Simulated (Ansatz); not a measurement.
Relaxation of CH5Si2 (8 atoms, charge -1, multiplicity 1), to a largest force component of 0.015 eV/Å in at most 40 steps.

These are results of RKS r2SCANh-D4/def2-SVP (Ansatz 0.2.0), not measurements.

```xyz
8
Properties=species:S:1:pos:R:3
C -1.702 1.060 -1.605
Si -0.256 0.735 -0.699
Si 0.751 -0.626 0.834
H -2.545 0.357 -1.427
H 0.855 1.748 -1.002
H 1.189 -0.120 2.180
H 1.940 -1.473 0.480
H -0.232 -1.679 1.239
```

Where does it end, and by what steps?

The run converged. Limits of this set-up: an anion without diffuse functions, the dipole of an ion depends on the origin. After 7 steps the energy has fallen by 0.173 eV; H4 moved furthest, 0.33 Å.

| step | energy less start (eV) | largest force component (eV/Å) | accepted |
| --- | --- | --- | --- |
| 0 | 0.0000 | 1.352 | yes |
| 1 | -0.1262 | 0.886 | yes |
| 2 | -0.1619 | 0.305 | yes |
| 3 | -0.1631 | 0.279 | yes |
| 4 | -0.1709 | 0.046 | yes |
| 5 | -0.1725 | 0.019 | yes |
| 6 | -0.1687 | 0.110 | no |
| 7 | -0.1728 | 0.005 | yes |

```xyz
8
Properties=species:S:1:pos:R:3
C -1.707 0.996 -1.556
Si -0.171 0.873 -0.771
Si 0.684 -0.649 0.823
H -2.378 0.178 -1.205
H 0.932 1.859 -1.063
H 1.113 -0.098 2.168
H 1.888 -1.483 0.430
H -0.361 -1.676 1.174
```

Whether the end is a true minimum wasn't checked by a vibrational analysis.

The run took 32 s on 1 CPU thread of a shared host.
